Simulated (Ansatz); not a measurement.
Born–Oppenheimer molecular dynamics of AlH₄NO (7 atoms, charge 0, multiplicity 1). It goes on from the last frame of an earlier run, with new velocities.

Method: RKS B3LYP-D4/def2-SVP (Ansatz 0.2.0).

```json
{
  "ensemble": "NVT, Langevin thermostat",
  "time step": "0.5 fs",
  "steps asked": "166",
  "set temperature": "200 K",
  "friction": "0.001 /fs",
  "seed": "844652"
}
```

First frame:

```xyz
7
Properties=species:S:1:pos:R:3
N -1.186 0.144 -0.376
Al 0.521 0.293 0.045
O 1.441 -1.145 -0.091
H -1.705 -0.679 -0.680
H -1.842 0.966 -0.392
H 1.185 1.645 0.574
H 1.115 -2.029 0.064
```

How far do the bonds stretch over the last three quarters of this one trajectory? (Pairs bonded in most of those frames.)


```
  bond  mean (Å)  spread (Å)  shortest  longest
N1–Al2     1.772       0.022      1.74     1.81
 N1–H4     1.017       0.028      0.97     1.06
 N1–H5     1.018       0.025      0.98     1.06
Al2–O3     1.704       0.020      1.67     1.73
Al2–H6     1.574       0.015      1.55     1.60
 O3–H7     0.959       0.007      0.95     0.97
```

Mean temperature of the second half: 149 K. The mean temperature of the second half is 25 % below the set value. A run of 0.083 ps of so small a system gives no equilibrium averages.

The run took 3.6 min on 1 thread of Arm Neoverse V1 (shared host), peak memory 0.1 GiB.
